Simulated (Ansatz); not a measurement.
Ansatz (a quantum-chemistry and plane-wave program) input (CCSD(T)/cc-pV(D+d)Z):
A basis named .json is the Basis Set Exchange file of that set.

Ansatz 0.2 input:
```yaml
crystal:
  periodic: [false, false, false]
  atoms:
    - {symbol: S, position_ang: [-0.00000000, -0.00000000, -0.07925565]}
    - {symbol: H, position_ang: [0.00000000, 0.00000000, 1.26809037]}
basis:
  gaussian:
    orbitals: cc-pV_D+d_Z.json
magnetization: {spin_polarized: true, initial_magnetization: 1}
correlation: {method: ccsd_t, electrons: outside_noble_gas}
```

End of the output:

```
mean field -10832.61318992 eV, -398.0911921208 hartree, gradient 3.5e-6 eV, S^2 0.759768; 2 other end points of the search recorded, 0 dependent functions left out
5 core orbitals not correlated
reference -10832.61318992 eV, -398.0911921208 hartree; 4, 3 occupied and 19, 20 virtual orbitals, 274 factors
second order -3.09140968 eV of doubles, -0.00000000 eV of singles
coupled cluster: 0.05 GiB planned
cycle   1  -3.55347584 eV  change   -4.6e-1 eV  update   4.4e-2
cycle   2  -3.69797875 eV  change   -1.4e-1 eV  update   1.5e-2
cycle   3  -3.70707843 eV  change   -9.1e-3 eV  update   3.6e-3
cycle   4  -3.70756733 eV  change   -4.9e-4 eV  update   9.2e-4
cycle   5  -3.70742456 eV  change    1.4e-4 eV  update   3.2e-4
cycle   6  -3.70743528 eV  change   -1.1e-5 eV  update   9.1e-5
cycle   7  -3.70745489 eV  change   -2.0e-5 eV  update   2.1e-5
cycle   8  -3.70744967 eV  change    5.2e-6 eV  update   5.5e-6
perturbative correction -0.06775961 eV, -0.0024901198 hartree
Total energy: -10836.38839921 eV, -398.2299285031 hartree
```
